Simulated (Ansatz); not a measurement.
Reaction (hydrogenolysis of a P–O bond): `[AlH2][O]P` + H₂ → PH₃ + `[OH][AlH2]`

Isolated molecules relaxed with PBE0-D4/def2-TZVP in Ansatz; ΔE leaves out vibrations. CCSD(T)/CBS is the MP2 limit (def2-TZVPP, def2-QZVPP) plus CCSD(T) − MP2 in def2-TZVPP, frozen cores. This one scheme is used for every species. Functionals use def2-TZVPP. Each species was taken in one conformer, which may not be the lowest.

`[AlH2][O]P`:

Cartesian coordinates in Å:
```
Al 1.235 0.417 0.732
O -0.306 0.460 0.041
P -1.695 -0.281 -0.351
H 1.834 -0.987 1.140
H 1.960 1.804 0.916
H -1.813 0.151 -1.707
H -1.215 -1.563 -0.771
```

H₂:

```xyz
2

H     0.066   -0.327   -0.166
H    -0.066    0.327    0.166
```

PH₃:

Z-matrix (Å, degrees):
```
P
H 1 1.420
H 1 1.420 2 93.1
H 1 1.420 2 93.1 3 93.3
```

`[OH][AlH2]`:

Z-matrix (Å, degrees):
```
Al
O 1 1.696
H 1 1.585 2 119.7
H 1 1.577 2 116.0 3 -180.0
H 2 0.956 1 123.4 3 -0.0
```

(1) Is it downhill or uphill in electronic energy at CCSD(T)/CBS, and by how much? (Best estimate.)

(2) What do these levels give: LDA (SPW92), BLYP-D4, PBE0-D4, r2SCANh-D4, PBE, BLYP, r2SCAN0, MP2/def2-SVP, CCSD/def2-SVP, HF/def2-TZVPP, SCS-MP2/def2-QZVPP, HF/CBS(def2)? (An estimate is asked.)

Largest T1 diagnostic among the species: 0.014.

Results:

(1) Computed: Downhill: ΔE = -0.33 eV.

(2) The calculation gave: LDA (SPW92) -0.38, BLYP-D4 -0.25, PBE0-D4 -0.36, r2SCANh-D4 -0.32, PBE -0.40, BLYP -0.35, r2SCAN0 -0.35, MP2/def2-SVP -0.47, CCSD/def2-SVP -0.51, HF/def2-TZVPP -0.32, SCS-MP2/def2-QZVPP -0.28, HF/CBS(def2) -0.29 eV.

The D4 term adds +0.08 eV with B3LYP and +0.04 eV with PBE0; it sums over pairs of atoms, weighted by their polarisabilities, and B3LYP, whose exchange is more repulsive, gets the larger term. Leaving LDA and LC-ωPBE aside and taking each functional with its dispersion term where it has one, the values, not all of them listed here, spread over 0.11 eV, from PBE-QIDH to BLYP-D4.

B3LYP here is the variant with VWN-RPA as its local correlation; programs differ in this.
